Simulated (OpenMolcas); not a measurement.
**PH2 (SMILES [PH2]), step by step**

We compute the energy (UHF/3-21G), then the energy (CASSCF(3,3)/3-21G), then a single-point energy (CASPT2(3,3)/3-21G), then a single-point energy (SC-NEVPT2(3,3)/3-21G), then a single-point energy (MRCI(3,3)/3-21G) of PH2. 

Program for the calculation: OpenMolcas 26.06.

### Step 1. The system as given

PH2 has 3 atoms, charge 0, and is taken as a doublet. SMILES: `[PH2]`. The P1–H3 distance was set to 2.088 Å, away from the relaxed value. At this shape a bond of the SMILES string is far longer than usual.

Bond lengths: P1–H2 1.392 Å. A long bond or contact: P1–H3 2.088 Å.

### Step 2. A single-point energy at UHF/3-21G (run 1)

The input, input.xyz:

```xyz
3

P      1.084717    -0.091807     0.591583
H      0.681757     1.238303     0.511323
H     -0.625980    -0.724620    -0.425100
```

The input, step1.inp:

```
&GATEWAY
BasLib
$CurrDir
Coord
input.xyz
Basis
3-21G
Group
NoSym
&SEWARD
&SCF
UHF
Spin
2
Scramble
0.25
PrOrbitals
1 1
```

The basis set 3-21G is read from a file made from the Basis Set Exchange's data (not shown).

Run with:

```
export MOLCAS_MEM=1860
pymolcas step1.inp > step1.log
```

The program printed:

```text
--- Start Module: gateway ---
[...]
--- Stop Module: gateway /rc=_RC_ALL_IS_WELL_ ---
--- Start Module: seward ---
[...]
      Basis functions           17
--- Stop Module: seward /rc=_RC_ALL_IS_WELL_ ---
--- Start Module: scf ---
[...]
       Convergence after  22 Iterations
[...]
::    Total SCF energy                               -340.0678462382
[...]
      Total spin, S                                     0.7279278340
[...]
      Total electronic charge=   17.000000
      Total            charge=   -0.000000
[...]
      Dipole Moment (debye):
      Origin of the operator (angstrom)=    1.0201   -0.0705    0.5581
                   X= -3.1891E-01               Y=  8.6808E-01               Z= -8.3390E-02           Total=  9.2856E-01
      Quadrupole Moment (debye*angstrom):
[...]
--- Stop Module: scf /rc=_RC_ALL_IS_WELL_ ---
[...]
```

Wall time 1.6 s (1 thread of AMD EPYC 9R45 (Zen 5), shared host); peak memory 0.37 GiB.

### Step 3. The energy at CASSCF(3,3)/3-21G (run 2)

input.xyz is that of step 2.

The input, step2.inp:

```
* H2P CASSCF
&GATEWAY
BASLIB = $CurrDir
COORD = input.xyz
BASIS = 3-21G
GROUP = NoSym
&SEWARD
&RASSCF
FILEORB = $CurrDir/step1.UnaOrb
SPIN = 2
NACTEL = 3 0 0
INACTIVE = 7
RAS2 = 3
ORBLISTING = Nothing
```

The basis set 3-21G is read from a file made from the Basis Set Exchange's data (not shown).

Run with:

```
export MOLCAS_MEM=1860
pymolcas step2.inp > step2.log
```

The program printed:

```text
--- Start Module: gateway ---
[...]
--- Stop Module: gateway /rc=_RC_ALL_IS_WELL_ ---
--- Start Module: seward ---
[...]
      Basis functions           17
--- Stop Module: seward /rc=_RC_ALL_IS_WELL_ ---
--- Start Module: rasscf ---
[...]
      Number of active orbitals                  3
[...]
      Spin quantum number                      0.5
[...]
      Active orbitals                            3
[...]
      Number of CSFs                             8
[...]
      Number of root(s) required                 1
[...]
      Convergence after 10 iterations
[...]
      printout of CI-coefficients larger than  0.05 for root  1
      energy=    -340.093332
      conf/sym  111     Coeff  Weight
             1  2u0  -0.95378 0.90969
             4  udu  -0.10065 0.01013
             6  uud  -0.05811 0.00338
             8  0u2  -0.27713 0.07680
      Natural orbitals and occupation numbers for root  1
      sym 1:   1.832892   1.000000   0.167108
      ************************************************************************************************************************
      *                                                    Final results                                                     *
[...]
::    RASSCF root number  1 Total energy:   -340.09333185
[...]
      Total electronic charge=   17.000000
      Total            charge=   -0.000000
[...]
      Dipole Moment (debye):
      Origin of the operator (angstrom)=    1.0201   -0.0705    0.5581
                   X= -2.6971E-01               Y=  8.5095E-01               Z= -5.7954E-02           Total=  8.9455E-01
      Quadrupole Moment (debye*angstrom):
[...]
--- Stop Module: rasscf /rc=_RC_ALL_IS_WELL_ ---
[...]
```

Wall time 1.6 s (1 thread of AMD EPYC 9R45 (Zen 5), shared host); peak memory 0.37 GiB.

### Step 4. The energy at CASPT2(3,3)/3-21G (run 3)

input.xyz is that of step 3.

The input, step3.inp:

```
&GATEWAY
BasLib=$CurrDir
Coord=input.xyz
Basis=3-21G
Group=NoSym
&SEWARD
&RASSCF
FileOrb=$CurrDir/step2.RasOrb
Spin=2
Nactel=3 0 0
Inactive=7
Ras2=3
OrbListing=Nothing
&CASPT2
Imaginary=0.1
Frozen=5
```

The basis set 3-21G is read from a file made from the Basis Set Exchange's data (not shown).

Run with:

```
export MOLCAS_MEM=1860
pymolcas step3.inp > step3.log
```

The program printed:

```text
--- Start Module: gateway ---
[...]
--- Stop Module: gateway /rc=_RC_ALL_IS_WELL_ ---
[...]
      Basis functions           17
[...]
--- Start Module: rasscf ---
[...]
      Number of active orbitals                  3
[...]
      Spin quantum number                      0.5
[...]
      Active orbitals                            3
[...]
      Number of CSFs                             8
[...]
      Number of root(s) required                 1
[...]
      Convergence after  4 iterations
[...]
      printout of CI-coefficients larger than  0.05 for root  1
      energy=    -340.093332
      conf/sym  111     Coeff  Weight
             1  2u0  -0.95378 0.90969
             4  udu  -0.10065 0.01013
             6  uud  -0.05811 0.00338
             8  0u2  -0.27713 0.07680
      Natural orbitals and occupation numbers for root  1
      sym 1:   1.832893   1.000000   0.167107
      ************************************************************************************************************************
      *                                                    Final results                                                     *
[...]
::    RASSCF root number  1 Total energy:   -340.09333185
[...]
      Total electronic charge=   17.000000
      Total            charge=   -0.000000
[...]
      Dipole Moment (debye):
      Origin of the operator (angstrom)=    1.0201   -0.0705    0.5581
                   X= -2.6971E-01               Y=  8.5094E-01               Z= -5.7954E-02           Total=  8.9454E-01
      Quadrupole Moment (debye*angstrom):
[...]
--- Stop Module: rasscf /rc=_RC_ALL_IS_WELL_ ---
--- Start Module: caspt2 ---
[...]
 ###    WARNING: User changed nr of frozen orbitals.                         ###
 ###############################################################################
[...]
      E2 (Variational):          -0.0355665255
      Total energy:            -340.1288983752
[...]
      Reference weight:           0.98245
[...]
::    CASPT2 Root  1     Total energy:   -340.12889838
[...]
--- Stop Module: caspt2 /rc=_RC_ALL_IS_WELL_ ---
[...]
```

It took 1.5 s on 1 thread of AMD EPYC 9R45 (Zen 5), shared host; peak memory 0.37 GiB.

### Step 5. A single-point energy at SC-NEVPT2(3,3)/3-21G (run 4)

input.xyz is that of step 4.

The input, step4.input:

```
>>> EXPORT MOLCAS_PRINT=2

&gateway
 baslib
 $CurrDir
 coord
 input.xyz
 basis
 3-21G
 group
 NoSym

&seward

&rasscf
 fileorb
 $CurrDir/step2.RasOrb
 spin
 2
 nactel
 3 0 0
 inactive
 7
 ras2
 3
 orblisting
 Nothing

&caspt2
 sc-nevpt2
 frozen
 5
```

The basis set 3-21G is read from a file made from the Basis Set Exchange's data (not shown).

Run with:

```
export MOLCAS_MEM=1860
pymolcas step4.input > step4.log
```

The program printed:

```text
--- Start Module: gateway ---
[...]
--- Stop Module: gateway /rc=_RC_ALL_IS_WELL_ ---
[...]
      Basis functions           17
[...]
--- Start Module: rasscf ---
[...]
      Number of active orbitals                  3
[...]
      Spin quantum number                      0.5
[...]
      Active orbitals                            3
[...]
      Number of CSFs                             8
[...]
      Number of root(s) required                 1
[...]
      Convergence after  4 iterations
[...]
      printout of CI-coefficients larger than  0.05 for root  1
      energy=    -340.093332
      conf/sym  111     Coeff  Weight
             1  2u0  -0.95378 0.90969
             4  udu  -0.10065 0.01013
             6  uud  -0.05811 0.00338
             8  0u2  -0.27713 0.07680
      Natural orbitals and occupation numbers for root  1
      sym 1:   1.832893   1.000000   0.167107
      ************************************************************************************************************************
      *                                                    Final results                                                     *
[...]
::    RASSCF root number  1 Total energy:   -340.09333185
[...]
      Total electronic charge=   17.000000
      Total            charge=   -0.000000
[...]
      Dipole Moment (debye):
      Origin of the operator (angstrom)=    1.0201   -0.0705    0.5581
                   X= -2.6971E-01               Y=  8.5094E-01               Z= -5.7954E-02           Total=  8.9454E-01
      Quadrupole Moment (debye*angstrom):
[...]
--- Stop Module: rasscf /rc=_RC_ALL_IS_WELL_ ---
--- Start Module: caspt2 ---
[...]
 ###    WARNING: User changed nr of frozen orbitals.                         ###
 ###############################################################################
[...]
      E2 (Variational):          -0.0355242255
[...]
      E2 (Variational):          -0.0354694890
      Total energy:            -340.1288013387
[...]
      Reference weight:           0.98221
[...]
::    SC-NEVPT2 Root  1     Total energy:   -340.12880134
[...]
--- Stop Module: caspt2 /rc=_RC_ALL_IS_WELL_ ---
[...]
```

Wall time 1.5 s (1 thread of AMD EPYC 9R45 (Zen 5), shared host); peak memory 0.37 GiB.

### Step 6. A single-point energy at MRCI(3,3)/3-21G (run 5)

input.xyz is that of step 5.

The input, step5.inp:

```
&GATEWAY
 BasLib=$CurrDir
 Coord=input.xyz
 Basis=3-21G
 Group=NoSym

&SEWARD

&RASSCF
 FileOrb=$CurrDir/step2.RasOrb
 Spin=2
 Nactel=3 0 0
 Inactive=7
 Ras2=3
 OrbListing=Nothing

&MOTRA
 LumOrb
 Frozen=5

&GUGA
 Electrons=7
 Spin=2
 Inactive=2
 Active=3
 CIAll=1

&MRCI
 SDCI
```

The basis set 3-21G is read from a file made from the Basis Set Exchange's data (not shown).

Run with:

```
export MOLCAS_MEM=1860
pymolcas step5.inp > step5.log
```

The program printed:

```text
--- Start Module: gateway ---
[...]
--- Stop Module: gateway /rc=_RC_ALL_IS_WELL_ ---
[...]
      Basis functions           17
[...]
      Number of active orbitals                  3
[...]
      Spin quantum number                      0.5
[...]
      Active orbitals                            3
[...]
      Number of CSFs                             8
[...]
      Number of root(s) required                 1
[...]
      Convergence after  4 iterations
[...]
      printout of CI-coefficients larger than  0.05 for root  1
      energy=    -340.093332
      conf/sym  111     Coeff  Weight
             1  2u0  -0.95378 0.90969
             4  udu  -0.10065 0.01013
             6  uud  -0.05811 0.00338
             8  0u2  -0.27713 0.07680
      Natural orbitals and occupation numbers for root  1
      sym 1:   1.832893   1.000000   0.167107
      ************************************************************************************************************************
      *                                                    Final results                                                     *
[...]
::    RASSCF root number  1 Total energy:   -340.09333185
[...]
      Dipole Moment (debye):
      Origin of the operator (angstrom)=    1.0201   -0.0705    0.5581
                   X= -2.6971E-01               Y=  8.5094E-01               Z= -5.7954E-02           Total=  8.9454E-01
      Quadrupole Moment (debye*angstrom):
[...]
      *** WARNING: Default frozen orbitals is overwritten by user input.
      *** Default values:   5
[...]
--- Start Module: guga ---
[...]
--- Stop Module: guga /rc=_RC_ALL_IS_WELL_ ---
--- Start Module: mrci ---
[...]
       (But an ACPF correction will be computed)
       USE THE DEFAULT ACPF G-VALUE GFAC=  0.28571428571428570
[...]
                      CI ENERGY:  -340.13986054
[...]
                ACPF CORRECTION:    -0.00108863
[...]
      Total electronic charge=   17.000000
      Total            charge=   -0.000000
[...]
     ACPF CORRECTION:     -0.00108863
[...]
  CI State   1     Total energy:   -340.13986054     QDav:     -0.00153848     QACPF:     -0.00108863
[...]
--- Stop Module: mrci /rc=_RC_ALL_IS_WELL_ ---
[...]
```

It took 1.6 s on 1 thread of AMD EPYC 9R45 (Zen 5), shared host; peak memory 0.37 GiB.

### Step 7. Results

| quantity | value |
| --- | --- |
| run 1, UHF/3-21G: total energy | -340.06785 Eh |
| run 1, UHF/3-21G: dipole moment | 0.93 D |
| run 1, UHF/3-21G: HOMO energy (highest over α and β) | -10.57 eV |
| run 1, UHF/3-21G: LUMO energy (lowest over α and β) | 1.11 eV |
| run 1, UHF/3-21G: ⟨S²⟩ | 1.258 |
| run 2, CASSCF(3,3)/3-21G: total energy | -340.09333 Eh |
| run 2, CASSCF(3,3)/3-21G: dipole moment (CASSCF density) | 0.89 D |
| run 3, CASPT2(3,3)/3-21G: total energy | -340.12890 Eh |
| run 3, CASPT2(3,3)/3-21G: dipole moment (CASSCF density) | 0.89 D |
| run 4, SC-NEVPT2(3,3)/3-21G: total energy | -340.12880 Eh |
| run 4, SC-NEVPT2(3,3)/3-21G: dipole moment (CASSCF density) | 0.89 D |
| run 5, MRCI(3,3)/3-21G: total energy | -340.13986 Eh |
| run 5, MRCI(3,3)/3-21G: dipole moment (CASSCF density) | 0.89 D |

In words: ⟨S²⟩ (run 1, UHF/3-21G) is 1.26 where a pure doublet has 0.75: the reference is spin-contaminated. Mulliken charges (run 3, CASPT2(3,3)/3-21G) of the CASSCF density run from -0.09 on H2 to +0.10 on P1; they depend strongly on the basis. Mulliken charges (run 4, SC-NEVPT2(3,3)/3-21G) of the CASSCF density run from -0.09 on H2 to +0.10 on P1. Mulliken charges (run 5, MRCI(3,3)/3-21G) of the CASSCF density run from -0.09 on H2 to +0.10 on P1; they depend strongly on the basis.
